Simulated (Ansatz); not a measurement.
GaP: pressure series

The parent structure is GaP in the zinc blende structure (space group F-43m, No. 216; a = 5.439 Å).

Cell and atoms are relaxed at each pressure.

All numbers come from DFT with PBEsol, PAW potentials and a 420 eV plane-wave cutoff in Ansatz (a quantum-chemistry and plane-wave program), scalar-relativistic without spin-orbit coupling.

```csv
pressure (GPa),volume per atom (Å³/atom)
-2,20.611
-1,20.350
0,20.108
0.9,?
2.1,19.640
4.5,19.172
9,18.427
15,17.621
30,16.152
```

**Question.** Fit the third-order Birch–Murnaghan form P(V) = (3B₀/2)[(V₀/V)^(7/3) − (V₀/V)^(5/3)]·[1 + (3/4)(B₀′ − 4)((V₀/V)^(2/3) − 1)] (squares taken in P) to the rows shown and predict the withheld row.

**Answer.** Least squares on the printed values gives V₀ = 20.107 Å³/atom, B₀ = 85.6 GPa, B₀′ = 4.3; this predicts 19.901 Å³/atom, and the run gives 19.900 Å³/atom, in agreement.

Measured bulk modulus of GaP: 89.6 GPa (static lattice; corrected from measurement; as listed in Daniel Mejia-Rodriguez, S. B. Trickey, Phys. Rev. B (2018)); the computed value is 5 % below it.

Load acts through the strain it causes; cell and atoms are relaxed under it. Stability against distortions was not tested. Measured, GaP leaves this structure (for a Cmcm phase) near 26 GPa (temperature not stated; as listed in Datta, Sujoy, Jana, Debnarayan, arXiv (2020)).
